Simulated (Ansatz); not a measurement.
We consider fcc Ag, described by LDA in Ansatz (plane waves, PAW).

Settings: plane-wave cutoff 500 eV, 30×30×30 k mesh, Fermi–Dirac smearing 0.1 eV, no spin polarisation, scalar-relativistic PAW data made under PBE.

Computed at the level's own relaxed cell.

### Question
Give the computed volume per atom and equilibrium lattice constant a.

### Answer

* **volume per atom**: 16.01 Å³/atom
* **equilibrium lattice constant a**: 4.001 Å

Measured, for comparison: equilibrium volume per atom 16.76 Å³/atom (static lattice: zero-point anharmonic expansion removed; as tabulated in Mejia-Rodriguez and Trickey (2018), arXiv:1807.09216); lattice constant a 4.062 Å (static lattice: zero-point anharmonic expansion removed, our sources range from 4.056 to 4.063; as tabulated in Mejia-Rodriguez and Trickey (2018), arXiv:1807.09216). Computed (rounded) less measured: equilibrium volume per atom -4.5 %, lattice constant a -1.5 % (-1.4 % to -1.5 % over the range).

Computed values are for the static lattice.

Ansatz is a program for electronic structure.
